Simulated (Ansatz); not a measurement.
FHSSi, SMILES `F[Si]S`, relaxed with RKS PBE0-D4/def2-TZVP in Ansatz 0.2.0 from a PBE-D4/def2-SVP geometry. The force threshold is 0.005 eV/Å; the program also tests the step.

The species carries charge 0 and has multiplicity 1.

Start:

```xyz
4

F     1.285    0.615    0.696
Si   -0.311    0.520    1.137
S    -1.096   -0.534   -0.610
H     0.122   -0.602   -1.223
```

Problem. By how much does the energy fall, and how many steps does the optimiser take? (Best estimate.)

Solution. The calculation gave: 0.04 eV, in 5 steps.

Problem. Which bonds change most? (An estimate is asked.)

Solution. Ansatz gave: F1–Si2 from 1.658 to 1.616 Å; Si2–S3 from 2.187 to 2.154 Å; S3–H4 from 1.366 to 1.346 Å.

Problem. Give the relaxed structure. (An estimate is asked.)

Solution. Ansatz gave: 
```xyz
4

F     1.262    0.615    0.705
Si   -0.296    0.515    1.122
S    -1.075   -0.523   -0.598
H     0.110   -0.608   -1.229
```
